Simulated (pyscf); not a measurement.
Optimised with ωB97X-D3(BJ)/def2-SVP in PySCF.

Problem. How much does it cost (ΔH, 298 K, ωB97M-D3(BJ)/def2-TZVP) to split HO–MoH(F)(F)(F)–F at its Mo–O bond into OH• + [F–MoH(F)(F)–F]•?

Solution. Mo–O to OH• + [F–MoH(F)(F)–F]•: 54.1 kcal/mol. The 7 functionals that were run give +52.0 (M06-2X) to +71.4 kcal/mol (PBE). The radicals are drawn with the spin at the cut bond; how far it spreads was not checked. Left out: the spin-orbit lowering of OH. Open-shell species with a d-block atom are single-reference here; other states, and whether the spin sits on metal or ligand, were not checked. Elements past Kr carry the def2 core potentials, without spin-orbit coupling.
